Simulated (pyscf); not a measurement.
# Four-centre exchange: :N–F [triplet] + silicon tetrafluoride (F–Si(F)(F)–F) → :N–F [triplet] + silicon tetrafluoride (F–Si(F)(F)–F)

Gas phase, triplet surface, charge 0. Bonds broken: N1–F2, F3–Si4. Bonds formed: N1–F3, F2–Si4. Structures and frequencies: ωB97X-D3(BJ)/def2-SVP in PySCF.

Transition state (Å):

```xyz
7

N     -0.3827    -1.7461     1.4311
F     -0.1375     0.0281     1.0860
F     -1.0286    -1.4855    -0.2035
Si    -0.8027     0.2224    -0.5779
F     -1.8505     1.2898     0.0023
F     -1.4849    -0.0547    -2.0161
F      0.6445     0.7114    -1.0674
```

One imaginary mode, 1001i cm⁻¹; descent along it reached the two sides named.

| bond | change | reactant side (Å) | saddle | product side |
|---|---|---|---|---|
| N1–F2 | breaks | 1.305 | 1.824 | 3.1 |
| F3–Si4 | breaks | 1.592 | 1.763 | 3.0 |
| N1–F3 | forms | 3.1 | 1.777 | 1.306 |
| F2–Si4 | forms | 3.0 | 1.802 | 1.593 |

Electronic energies relative to the separated reactants (eV):

```csv
level,barrier,reaction energy,reverse barrier
ωB97X-D3(BJ)/def2-TZVP,3.37,0.00,3.37
PBE/def2-TZVP,2.93,0.00,2.93
r²SCAN/def2-TZVP,2.94,0.00,2.94
B3LYP-D3(BJ)/def2-TZVP,3.16,0.00,3.16
PBE0-D3(BJ)/def2-TZVP,3.30,0.00,3.30
M06-2X/def2-TZVP,3.40,0.00,3.40
ωB97M-D3(BJ)/def2-TZVP,3.32,0.00,3.32
HF/def2-TZVP,4.09,0.00,4.09
```

With ωB97M-D3(BJ)/def2-TZVP energies and thermal terms (ideal gas, 1 atm, RRHO with modes under 100 cm⁻¹ raised to 100, one conformer, R ln 2 for chiral ones without a mode under 150 cm⁻¹), in eV:

```
T (K)   ΔH‡   ΔG‡    ΔH    ΔG
-----  ----  ----  ----  ----
298    3.30  3.72  0.00  0.00
600    3.32  4.14  0.00  0.00
900    3.34  4.55  0.00  0.00
1200   3.36  4.95  0.00  0.00
```

This is the saddle that the search found; another between the same sides may lie lower.
